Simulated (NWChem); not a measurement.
Lowest excitation of formaldehyde (CH2O)

```
C
O 1 1.1961
H 1 1.1199 2 122.51
H 1 1.1199 3 114.98 2 180.00
```
Charge 0, spin multiplicity 1.

The numbers come from NWChem runs, not from measurements. Structure: optimised with PBE0/def2-SVP, a minimum by its harmonic frequencies.

Basis set: def2-SVPD.

The correlated methods keep 2 core orbitals frozen. B3LYP has NWChem's definition, with VWN1-RPA local correlation. Coupled-cluster values serve here as a point of comparison, not as the truth.

**Question.** Order these methods by the lowest vertical singlet excitation energy they give, lowest first: CIS, TD-PBE, TDA-BHandHLYP, TD-B3LYP, EOM-CCSD.

**Answer.** TD-PBE (3.90 eV), TD-B3LYP (4.02 eV), EOM-CCSD (4.14 eV), TDA-BHandHLYP (4.23 eV), CIS (4.66 eV)
